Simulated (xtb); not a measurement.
Job for xtb: GFN2-xTB on H2S (SMILES S).

```
$ xtb mol.xyz --gfn 2 --sp --chrg 0 --uhf 0
3

S     -2.03099600     0.10323300    -0.00078200
H     -1.93402000    -0.81846200     0.96967600
H     -1.94045000    -0.83661600    -0.95429900
```

Q: Give the final energy of this run.

A: -4.2561 hartree.
